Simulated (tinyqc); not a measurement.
Inside a calculation. Method: Pariser-Parr-Pople SCF with singles CI, for the molecule C=C(N)O (SMILES; centres numbered as the heavy atoms are written). One step of it, computed by the program tinyqc.

Question. PPP integrals. Mataga-Nishimoto: gamma = 14.399645/(R + a), a = 2 x 14.399645/(gamma_rr + gamma_ss); H_rr = -W_r - sum_(s != r) z_s gamma_rs; H_rs = beta for bonds.

Centres (angstrom, eV; a flat drawing with bonds scaled to 1.40 angstrom):
```
centre,x,y,core charge z,W,gamma_rr
1C,-1.212000,-0.700000,1,9.870000,10.050000
2C,0.000000,0.000000,1,9.870000,10.050000
3N,1.212000,-0.700000,2,28.690000,19.220000
4O,0.000000,1.400000,2,34.190000,24.230000
```

Resonance integrals (eV):
```
i,j,beta
1,2,-2.390000
2,3,-2.330000
2,4,-2.260000
```

Give: repulsion gamma_rs; core matrix H.

Answer.

repulsion gamma_rs (eV):
```
,1C,2C,3N,4O
1C,10.0500,5.0839,4.2253,4.4106
2C,5.0839,10.0500,6.0413,6.4281
3N,4.2253,6.0413,19.2200,4.6639
4O,4.4106,6.4281,4.6639,24.2300
```

core matrix H (eV):
```
,1C,2C,3N,4O
1C,-32.2258,-2.3900,0.0000,0.0000
2C,-2.3900,-39.8926,-2.3300,-2.2600
3N,0.0000,-2.3300,-48.2844,0.0000
4O,0.0000,-2.2600,0.0000,-54.3565
```
